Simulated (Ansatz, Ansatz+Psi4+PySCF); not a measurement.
```tsv
atom	x (Å)	y (Å)	z (Å)
C	-0.0051	0.0191	0.3439
F	0.0086	1.2401	-0.1292
F	1.0871	-0.6101	-0.1230
F	-1.0813	-0.6472	-0.1294
```

Basis set: cc-pVTZ (spherical functions). Left uncorrelated: 4 orbitals. Correlation on ROHF uses semicanonical orbitals with singles. Charge 0, multiplicity 2.

Computed with Ansatz (development build ahead of 0.2.0); each method stands on the lowest determinant of its kind that the runs found.

Q: Give the atomization energy at this shape (free ground-state atoms in the same class of orbitals less the molecule, no zero-point energy) of doublet CF3 by ROHF-MP2, UHF-MP2.

A:

```json
{"method": "ROHF-MP2", "atomization energy": "15.30 eV"}
{"method": "UHF-MP2", "atomization energy": "15.32 eV"}
```
